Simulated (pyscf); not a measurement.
This saddle point was located with ωB97X-D3(BJ)/def2-SVP in PySCF.

```xyz
13

F      0.7499    -1.4690    -0.2644
Mo    -1.0900    -0.3344    -0.3946
F     -1.2982    -1.8560    -1.3832
F     -2.8640    -0.2635    -0.8215
F     -1.4529    -1.2059     1.1552
F     -1.6475     1.3747     0.1283
F     -0.3255     0.3989    -1.8708
O      0.4392     0.4577     0.6370
Si     0.6358     1.9993     1.3598
H      1.0279    -0.5713     0.3265
H      0.5397     3.0469     0.3172
H     -0.3693     2.1665     2.4343
H      2.0091     1.9386     1.9238
```
Charge 0, spin multiplicity 1.

Surface: singlet, charge 0. Lowest wavenumbers (cm⁻¹): 588i, 15, 43, 126, 133.

Question: Which two sides does it connect, and which bonds change?

Answer: F–Mo(F)(F)(F)(F)–F + silanol (HO–SiH₃) ⇌ hydrogen fluoride (HF) + F–Mo(F)(F)(F)(F)–O–SiH₃, a four-centre exchange read from left to right: F–Mo, H–O broken and F–H, Mo–O formed. At ωB97M-D3(BJ)/def2-TZVP it lies +14.7 kcal/mol from the left side and +18.3 kcal/mol from the right (each side as separated species at their lowest minima found). On the reactant side the descent ends in an adduct with a Mo–O contact, 2.0 kcal/mol under the separated species and 15.8 kcal/mol under the saddle at ωB97X-D3(BJ)/def2-TZVP. What is counted as formed (Mo–O) is already present as a longer contact in the reactant adduct; forming that adduct is a step of its own. This is the saddle that the search found; another between the same sides may lie lower. Elements past Kr carry the def2 core potentials, without spin-orbit coupling.
